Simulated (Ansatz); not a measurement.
The cluster Na2Cl (the lowest doublet isomer of a short search). Total charge 0; doublet. Geometry PBE0-D4/def2-TZVP, basis def2-TZVP, Ansatz.

```csv
atom,x (Å),y (Å),z (Å)
Na1,-0.823,-1.290,-0.840
Na2,1.604,0.283,0.627
Cl3,-0.781,1.006,0.213
```

| run | HOMO (eV) | LUMO (eV) |
| --- | --- | --- |
| A | -3.81 | -1.29 |
| B | -3.44 | -1.50 |
| C | -3.03 | -2.37 |
| D | -2.79 | -2.12 |
| E | -2.96 | -2.00 |

The structure comes from a short search, and lower isomers may exist.

HOMO and LUMO are taken over both spins.

Problem. The runs used B97M-V, BHLYP, LDA (SPW92), PBE0, r2SCAN. Estimate which is which.

Solution. A BHLYP (50 % exact exchange); B PBE0 (25 % exact exchange); C LDA (SPW92) (0 % exact exchange); D B97M-V (0 % exact exchange); E r2SCAN (0 % exact exchange). Exact exchange lowers occupied and raises empty levels; among semilocal functionals meta-GGAs tend to open the gap a little, and such runs are hard to tell apart. The gap grows from 0.67 eV (B97M-V) to 2.52 eV (BHLYP).
